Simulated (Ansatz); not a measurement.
Litharge SnO

Calculation: PBE-D4 (PAW; Ansatz, a quantum-chemistry and plane-wave program).

Settings: plane-wave cutoff 500 eV, 10×10×8 k mesh (along the axes of the cell as run), Fermi–Dirac smearing 0.05 eV, scalar-relativistic PAW data made under PBE.

Cell: relaxed at this level.

```json
{
  "volume_per_atom": "17.41 Å³/atom",
  "equilibrium_lattice_constant_a": "3.834 Å",
  "lattice_parameter_c": "4.736 Å"
}
```

Measured, for comparison: lattice constant a 3.801 Å, lattice parameter c 4.835 Å (temperature not stated, no zero-point or thermal correction; as tabulated in Electronic properties of the Sn1−xPbxO alloy and band alignment of the SnO/PbO …). Computed (rounded) less measured: lattice constant a +0.9 %, lattice parameter c -2.0 %.

Note: a distance lies near a switch of the dispersion term, which can move the cell.

Spin–orbit coupling is not included.

Static lattice: no zero-point or thermal effects.

It cost around 100 core-seconds (rough) of CPU time.
